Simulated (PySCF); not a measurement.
Partial charges of (E)-diazene

Compound: (E)-diazene, N2H2.
Geometry (PBE0-D3(BJ)/def2-SVP, Å), atoms numbered from 1 in this order:
```xyz
4
N2H2 angstrom
H     -0.2452   -0.5178    1.2242
N      0.0958    0.2138    0.5695
N     -0.0958   -0.2138   -0.5695
H      0.2452    0.5178   -1.2242
```

Density: PBE0/pcSseg-1 (PySCF); schemes: Mulliken, IAO, Hirshfeld and ESP-fitted. Isolated species at its PBE0-D3(BJ)/def2-SVP geometry, gas phase.

Question: For which atoms does the sign change between the 4 schemes (beyond +0.03 e in one, beyond −0.03 e in another)?

Answer: For none.

Question: Which atoms carry the highest charge in the Mulliken, IAO, Hirshfeld and ESP-fitted schemes?

Answer: All schemes agree: Mulliken H1 and H4 (+0.187); IAO H1 and H4 (+0.257); Hirshfeld H1 and H4 (+0.115); ESP-fitted H1 and H4 (+0.337).

Question: Tabulate the Mulliken, IAO, Hirshfeld and ESP-fitted charges.

Answer: In e:

```json
{"atom": "H1", "environment": "N–H hydrogen", "Mulliken": "+0.187", "IAO": "+0.257", "Hirshfeld": "+0.115", "ESP-fitted": "+0.337"}
{"atom": "N2", "environment": "azo nitrogen", "Mulliken": "-0.187", "IAO": "-0.257", "Hirshfeld": "-0.115", "ESP-fitted": "-0.337"}
{"atom": "N3", "environment": "azo nitrogen", "Mulliken": "-0.187", "IAO": "-0.257", "Hirshfeld": "-0.115", "ESP-fitted": "-0.336"}
{"atom": "H4", "environment": "N–H hydrogen", "Mulliken": "+0.187", "IAO": "+0.257", "Hirshfeld": "+0.115", "ESP-fitted": "+0.337"}
```

Mean size of the charges over all atoms: ESP-fitted 0.337 e, IAO 0.257 e, Mulliken 0.187 e, Hirshfeld 0.115 e. Each set sums to the total charge, 0, to within 0.001 e. The ESP scheme is a least-squares fit of atom-centred charges to the potential on four shells outside the van der Waals surface, with the total charge fixed. The Hirshfeld scheme weights the molecular density at each point by an atom's share of the summed free-atom densities.

Question: Sum the charges by element.

Answer: 
| element | atoms | Mulliken | IAO | Hirshfeld | ESP-fitted |
| --- | --- | --- | --- | --- | --- |
| H | 2 | +0.375 | +0.513 | +0.229 | +0.673 |
| N | 2 | -0.375 | -0.513 | -0.229 | -0.673 |

Question: How many electrons does the Mulliken scheme count on N3?

Answer: Z − q = 7 − (-0.187) = 7.187.
